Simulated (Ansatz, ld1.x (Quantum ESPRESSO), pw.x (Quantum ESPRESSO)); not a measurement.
bismuth (Bi): does the ultrasoft potential hold in the solid?

```json
{"Element": "bismuth", "Generator": "ld1.x (Quantum ESPRESSO) 7.5", "Type": "ultrasoft", "Functional": "LDA (PW92)", "Relativity": "scalar-relativistic", "Frozen core": "[Xe] 4f14", "Valence charge": "15", "Reference configuration": "5d10 6s2 6p2 (charge +1)", "Partial waves": "6s (bound): rcut 1.85, rcutus 2.15 bohr; 6s channel at 1.3 Ry: rcut 1.85, rcutus 2.15 bohr; 6p (bound): rcut 2.30, rcutus 2.90 bohr; 6p channel at 3.85 Ry: rcut 2.30, rcutus 2.90 bohr; 5d (bound): rcut 1.05, rcutus 1.35 bohr; 5d channel at -0.7 Ry: rcut 1.05, rcutus 1.35 bohr", "Local potential": "all-electron potential smoothed inside 2.35 bohr (lloc = -2)", "Core correction": "a·sin(br)/r model core inside 0.95 bohr", "Augmentation charge": "PSQ, radius 0.95 bohr"}
```

Crystal test: bcc Bi in pw.x 7.5, no spin, 12³ k-points, Fermi–Dirac smearing 0.01 Ry, cutoffs 170/900 Ry. The reference is all-electron LAPW (Ansatz 0.2.0) with the same functional, mesh and smearing; V0 and B0 come from Birch–Murnaghan fits to the pressures at five volumes. Errors are pseudo minus all-electron; Δ is the rms difference of the E(V) curves that follow from these fits, minima aligned, over ±6 % about the mean V0. Mesh and smearing are coarse, so the numbers serve the comparison and aren't converged zero-temperature values; the lattice is a test structure that the element need not adopt.

All-electron: a0 = 3.882 Å (V0 = 29.25 Å³/atom), B0 = 63.8 GPa.

Q: How far does the potential miss the all-electron equation of state?

A: mean pressure error (GPa): +0.24; a0 (Å): 3.887; a0 error (%): +0.13; B0 error (%): +0.4; Δ (meV/atom): 1.6.

```json
{"V (Å³/atom)": "27.907", "P all-electron (GPa)": "3.37", "P pseudo (GPa)": "3.70"}
{"V (Å³/atom)": "28.642", "P all-electron (GPa)": "1.42", "P pseudo (GPa)": "1.69"}
{"V (Å³/atom)": "29.376", "P all-electron (GPa)": "-0.26", "P pseudo (GPa)": "-0.02"}
{"V (Å³/atom)": "30.110", "P all-electron (GPa)": "-1.72", "P pseudo (GPa)": "-1.51"}
{"V (Å³/atom)": "30.845", "P all-electron (GPa)": "-2.97", "P pseudo (GPa)": "-2.80"}
```

Q: At the middle volume, how do free energy and pressure move when the wave cutoff is lowered (ecutrho held at 900 Ry)?

A:

```json
{"cutoff (Ry)": "76", "shift of F (meV/atom)": "+106.2", "shift of P (GPa)": "-1.14"}
{"cutoff (Ry)": "102", "shift of F (meV/atom)": "+14.1", "shift of P (GPa)": "-0.32"}
{"cutoff (Ry)": "136", "shift of F (meV/atom)": "+6.4", "shift of P (GPa)": "-0.19"}
```

The run at the middle volume (72 k-points, 7 iterations) took about 2 min on one core of a shared host (Neoverse-V1, 32 threads, 247 GiB, load 19).
